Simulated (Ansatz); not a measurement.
Reaction (isomerisation): `O[SiH2][SiH2]`• → `O[SiH][SiH3]`•

Gas-phase electronic energies from Ansatz, PBE0-D4/def2-TZVP geometries. CCSD(T)/CBS is the MP2 limit (def2-TZVPP, def2-QZVPP) plus CCSD(T) − MP2 in def2-TZVPP, frozen cores. Functionals use def2-TZVPP. B3LYP here is the variant with VWN-RPA as its local correlation; programs differ in this. No spin–orbit coupling; open shells (•) take unrestricted orbitals. One conformer a species, not always the lowest.

```json
{"level": "B3LYP", "ΔE (kcal/mol)": "-0.3"}
{"level": "r2SCANh", "ΔE (kcal/mol)": "0.4"}
{"level": "CAM-B3LYP", "ΔE (kcal/mol)": "0.0"}
{"level": "SCS-MP2/def2-QZVPP", "ΔE (kcal/mol)": "0.9"}
```

(1) What does CCSD(T)/CBS give? (An estimate is asked.)

(2) What do rigid-rotor, harmonic-oscillator terms from PBE0-D4/def2-TZVP frequencies (298.15 K, 1 bar) make of the CCSD(T)/CBS value? (An estimate is asked.)

Largest T1 diagnostic among the species: 0.016.

## Answers

(1) The calculation gave: +0.7 kcal/mol. The listed levels differ from it by -1.0, -0.3, -0.7, 0.2 kcal/mol.

(2) Computed: ΔZPE = +0.3 kcal/mol, ΔH = +0.9 kcal/mol, ΔS = -7 J/(mol·K), ΔG = +1.4 kcal/mol. Open shells count their whole term as degenerate.

Leaving LDA and LC-ωPBE aside and taking each functional with its dispersion term where it has one, the values, not all of them listed here, spread over 1.8 kcal/mol, from BLYP-D4 to PBE-QIDH. From BLYP to BHLYP (50 % exact exchange), in def2-TZVPP and without D4, ΔE moves by +1.7 kcal/mol.
